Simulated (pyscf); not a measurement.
HO–Ti(OH)(OH)–OH → water (H₂O) + O=Ti(OH)–OH (elimination; singlet surface; O–Ti, H–O broken, H–O formed). Optimised with ωB97X-D3(BJ)/def2-SVP in PySCF. Energies in kJ/mol from the reactant's lowest minimum found.

```json
[
 {"level": "ωB97X-D3(BJ)/def2-TZVP", "barrier": "___", "reaction energy": "+210.8"},
 {"level": "PBE/def2-TZVP", "barrier": "120.2", "reaction energy": "+195.9"},
 {"level": "B3LYP-D3(BJ)/def2-TZVP", "barrier": "141.7", "reaction energy": "+212.3"},
 {"level": "PBE0-D3(BJ)/def2-TZVP", "barrier": "135.6", "reaction energy": "+212.0"},
 {"level": "M06-2X/def2-TZVP", "barrier": "___", "reaction energy": "___"},
 {"level": "ωB97M-D3(BJ)/def2-TZVP", "barrier": "142.0", "reaction energy": "+204.2"}
]
```

Q: Some entries are withheld; supply them.

A: 
- ωB97X-D3(BJ)/def2-TZVP, barrier: 143.0
- M06-2X/def2-TZVP, barrier: 148.7
- M06-2X/def2-TZVP, reaction energy: +231.6

On the product side the descent ends in an adduct with a O–Ti contact, 127.9 kJ/mol under the separated species and 60.2 kJ/mol under the saddle at ωB97X-D3(BJ)/def2-TZVP. At ωB97X-D3(BJ)/def2-TZVP, PBE, B3LYP-D3(BJ), PBE0-D3(BJ), M06-2X, ωB97M-D3(BJ) the saddle lies under the separated products, which points to a path from their complex (located at ωB97X-D3(BJ) alone), and parting the products costs more than the saddle. What is counted as broken (O–Ti) persists as a longer contact in the product adduct; parting that adduct is a step of its own. At the saddle there is also a short H–Ti contact that neither side keeps. One saddle was located; it need not be the lowest between these sides.
